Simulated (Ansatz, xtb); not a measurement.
# Relative energy of two structures of CH3LiN−

We compare I, a singlet given by its coordinates, with II, a singlet given by its coordinates. Both are isolated ions in the gas phase, relaxed with BLYP-D3(BJ)/def2-SVPD.

I (Å):

```csv
atom,x (Å),y (Å),z (Å)
C,-1.3890,-2.4130,0.9025
Li,-0.1549,-0.8904,0.2237
N,-1.7652,-1.9409,-0.2626
H,1.0491,0.3436,-0.0701
H,-2.0443,-3.2514,1.3066
H,-2.6125,-2.3659,-0.7059
```

Close contacts (Å): C1–Li2 2.07, C1–N3 1.31, Li2–N3 1.98, C1–H5 1.14, Li2–H4 1.75, N3–H6 1.05.

II (Å):

```yaml
atoms:
  - { symbol: C, position_ang: [0.2968, -1.1112, -0.2034] }
  - { symbol: Li, position_ang: [0.1766, 0.8734, 0.4819] }
  - { symbol: N, position_ang: [0.0292, -1.5494, -1.4139] }
  - { symbol: H, position_ang: [-0.2617, -0.7467, -2.0087] }
  - { symbol: H, position_ang: [0.6116, -2.0059, 0.4255] }
  - { symbol: H, position_ang: [0.0620, 2.5119, 0.9923] }
```

Close contacts (Å): C1–Li2 2.10, C1–N3 1.31, C1–H5 1.14, Li2–H6 1.72, N3–H4 1.04.

Energies in hartree; the thermal terms are from BLYP-D3(BJ)/def2-SVPD harmonic frequencies (ideal gas, rigid rotor, one conformer each, 1000 K, 1 atm) and include the zero-point energy:

|  | I | II |
| --- | --- | --- |
| E, CCSD(T)/def2-TZVPPD | −101.971304 | −101.971391 |
| zero-point energy | 0.030434 | 0.031095 |
| H(1000 K) − E | 0.061694 | 0.062308 |
| G(1000 K) − E | −0.083205 | −0.085283 |

Q: Work out ΔE, ΔE₀, ΔH and ΔG for I → II in kcal/mol (1 Eh = 627.51 kcal/mol) and the equilibrium ratio [II]/[I].

A: 1. ΔE = −101.971391 − (−101.971304) = −0.000087 Eh = −0.05 kcal/mol.
2. ΔE₀ = ΔE + ΔZPE = −0.000087 + (+0.000661) Eh = +0.36 kcal/mol.
3. ΔH = ΔE + (+0.000614) Eh = +0.33 kcal/mol.
4. ΔG = ΔE + (−0.002078) Eh = −1.36 kcal/mol, so ΔS = (ΔH − ΔG)/T = +7.1 J/(mol K).
5. kT = 3.1668 mEh, so K = [II]/[I] = exp(−ΔG/kT) = exp(+0.68) ≈ 2.

Structure II is favoured at this temperature. An error of 1 kcal/mol in ΔG would change K by a factor of 1.7. Mirror images and further conformers aren't counted.

Other levels gave ΔE = +0.6 (BLYP-D3(BJ)/def2-SVPD); 0.0 (HF/def2-TZVPPD); −0.2 (MP2/def2-TZVPPD) kcal/mol. The correlated steps freeze 2 core orbitals; the last core shell of Li is correlated, in a basis made for valence electrons. Programs: Ansatz 0.2.0.
